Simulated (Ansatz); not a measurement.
`C=CC(F)F` + H₂ → `C=CCF` + H–F at 700 K and 1 bar (hydrogenolysis of a C–F bond).

Program: Ansatz. Geometries: PBE0-D4/def2-TZVP. ΔE: electronic, gas phase. CBS: MP2 limit from def2 TZ/QZ plus the TZ coupled-cluster correction, frozen cores. This one scheme is used for every species. Each species was taken in one conformer, which may not be the lowest.

```json
{"species": "`C=CC(F)F`", "CCSD(T)/CBS energy (Eh)": "-316.11853", "H − E (kJ/mol)": "232.9", "S (J/(mol·K))": "393.2"}
{"species": "H₂", "CCSD(T)/CBS energy (Eh)": "-1.17544", "H − E (kJ/mol)": "46.8", "S (J/(mol·K))": "155.3"}
{"species": "`C=CCF`", "CCSD(T)/CBS energy (Eh)": "-216.92453", "H − E (kJ/mol)": "246.7", "S (J/(mol·K))": "366.0"}
{"species": "H–F", "CCSD(T)/CBS energy (Eh)": "-100.39570", "H − E (kJ/mol)": "45.2", "S (J/(mol·K))": "198.5"}
```

H − E and S are ideal-gas, rigid-rotor, harmonic terms from PBE0-D4/def2-TZVP, for one conformer and one mirror image of each species. The MP2-based limit puts H₂ 0.8 mEh under its directly extrapolated value; such offsets cancel only in part. 1 Eh = 2625.50 kJ/mol, R = 8.31446 J/(mol·K).

**Question.** By hand: ΔE, ΔH, ΔS and ΔG.

**Answer.** ΔE = (-216.92453) + (-100.39570) − (-316.11853) − (-1.17544) = -0.02626 Eh = -68.9 kJ/mol. Δ(H − E) = 246.7 + 45.2 − 232.9 − 46.8 = 12.2, so ΔH = -56.7 kJ/mol. ΔS = 366.0 + 198.5 − 393.2 − 155.3 = 16.0 J/(mol·K). ΔG = -56.7 − 700 × (16.0)/1000 = -67.9 kJ/mol.

**Question.** By hand: the equilibrium constant, and the temperature at which ΔG would vanish if ΔH and ΔS stayed fixed.

**Answer.** log₁₀ K = −ΔG/(RT ln 10) = 5.1. ΔH and −TΔS have one sign here, so there is no such temperature.

ΔH outweighs TΔS. A doubt of 5 kJ/mol in ΔE shifts log₁₀ K by 0.4 here. Other conformers and mirror images would add mixing entropy, several J/(mol·K) or more a flexible species. These are equilibria of isolated gas molecules and say nothing of rates. Largest T1 diagnostic: 0.012 (customary marks: 0.02 for closed shells, 0.045 for open ones).
